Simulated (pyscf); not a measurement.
**Concerted two-bond exchange: H₂As–In (SMILES [AsH2][In]) [singlet] + SiH₄ (SMILES [SiH4]) → H₃Si–In=AsH (SMILES [SiH3][In]=[AsH]) + H₂ (SMILES [H][H])**

Gas phase, singlet surface, charge 0. Bonds broken: As2–H3, Si5–H6. Bonds formed: In1–Si5, H3–H6. Structures and frequencies: ωB97X-D3(BJ)/def2-SVP in PySCF.

Transition state (Å):

```xyz
9

In    -0.3462     1.3969    -0.5125
As     2.1377     0.7641    -0.8642
H      0.9924    -0.4377     0.0829
H      1.8345     0.8930    -2.3579
Si    -1.5775     0.0990     1.5086
H      0.3081    -0.3883     0.8103
H     -2.0461    -1.2230     0.9994
H     -0.9732    -0.0245     2.8680
H     -2.7930     0.9566     1.6893
```

One imaginary mode, 1206i cm⁻¹; descent along it reached the two sides named, in the forms told below.

```json
[
 {"bond": "As2–H3", "change": "breaks", "reactant side (Å)": "1.522", "saddle": "1.911", "product side": "3.5"},
 {"bond": "Si5–H6", "change": "breaks", "reactant side (Å)": "1.503", "saddle": "2.069", "product side": "3.5"},
 {"bond": "In1–Si5", "change": "forms", "reactant side (Å)": "3.4", "saddle": "2.7", "product side": "2.541"},
 {"bond": "H3–H6", "change": "forms", "reactant side (Å)": "3.2", "saddle": "1.000", "product side": "0.763"}
]
```

Electronic energies relative to the separated reactants (kJ/mol):

| level | barrier | reaction energy | reverse barrier |
|---|---|---|---|
| ωB97X-D3(BJ)/def2-TZVP | 248.1 | +56.4 | 191.7 |
| PBE/def2-TZVP | 192.7 | +59.8 | 132.9 |
| r²SCAN/def2-TZVP | 207.8 | +58.3 | 149.5 |
| B3LYP-D3(BJ)/def2-TZVP | 234.3 | +80.1 | 154.3 |
| PBE0-D3(BJ)/def2-TZVP | 215.6 | +65.7 | 150.0 |
| M06-2X/def2-TZVP | 248.7 | +70.2 | 178.5 |
| ωB97M-D3(BJ)/def2-TZVP | 263.0 | +86.6 | 176.4 |
| HF/def2-TZVP | 379.6 | +117.7 | 261.9 |

With ωB97M-D3(BJ)/def2-TZVP energies and thermal terms (ideal gas, 1 atm, RRHO with modes under 100 cm⁻¹ raised to 100, one conformer, R ln 2 for chiral ones without a mode under 150 cm⁻¹), in kJ/mol:

| T (K) | ΔH‡ | ΔG‡ | ΔH | ΔG |
|---|---|---|---|---|
| 298 | 256.5 | 298.2 | +81.3 | +86.4 |
| 600 | 259.2 | 339.6 | +87.8 | +88.8 |
| 900 | 263.0 | 379.0 | +91.9 | +88.3 |
| 1200 | 266.7 | 417.1 | +94.4 | +86.7 |

On the reactant side the descent ends in a complex (not fully relaxed), 21.8 kJ/mol under the separated species and 269.9 kJ/mol under the saddle at ωB97X-D3(BJ)/def2-TZVP. One saddle was located; it need not be the lowest between these sides. Elements up to Kr have no core potential and no relativistic terms here. Elements past Kr carry the def2 core potentials, without spin-orbit coupling.
